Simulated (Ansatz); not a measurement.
# How far each method lies from UCCSDT(Q) for BSiGeH⁺ (H-bridged), quartet

Geometry: that of the BSiGeH (H-bridged), triplet, kept fixed.

```xyz
4

B     0.0000    1.3321    0.6488
Si    0.0000   -0.2406    1.7458
Ge    0.0000   -0.0871   -0.7786
H     0.0000   -1.3045    0.5065
```

Basis cc-pVTZ; Ansatz 0.2.0. Correlated methods freeze the noble-gas cores and the filled d shells of p-block atoms, which leaves 11 electrons in 101 orbitals. R marks a restricted (for open shells ROHF) determinant, U an unrestricted one. No spin–orbit coupling is included, and no scalar relativity.

Full CI isn't at hand for all of this; UCCSDT(Q) serves as the reference, and is uncertain by about the last step of the cluster series. The frozen core follows each run's orbitals, which can shift R against U totals by a few meV for light atoms and by up to 0.1 eV past Ca.

```
UHF ⟨S²⟩                          : 3.797
T1 diagnostic (RCCSD)             : 0.0342
largest doubles amplitude (RCCSD) : 0.056
T1 diagnostic (UCCSD)             : 0.0285
```

| level | E − E(UCCSDT(Q)) (kJ/mol) | wall time |
| --- | --- | --- |
| UHF | 737.3 | – |
| UMP2 | 146.9 | – |
| UCCSD | 49.6 | – |
| UCCSD(T) | 8.5 | 28 s (H100) |
| UCCSDT | 3.2 | – |

Run but not shown, since their state, orbitals or frozen core can't be matched to the reference's or they repeat it: RHF, RMP2, RCCSD, RCCSD(T), BCCD(T), RCCSDT, RCCSDT(Q).

Times hold each run's SCF and search for its determinant on a shared host, so for small cases they say little of a method's own cost.
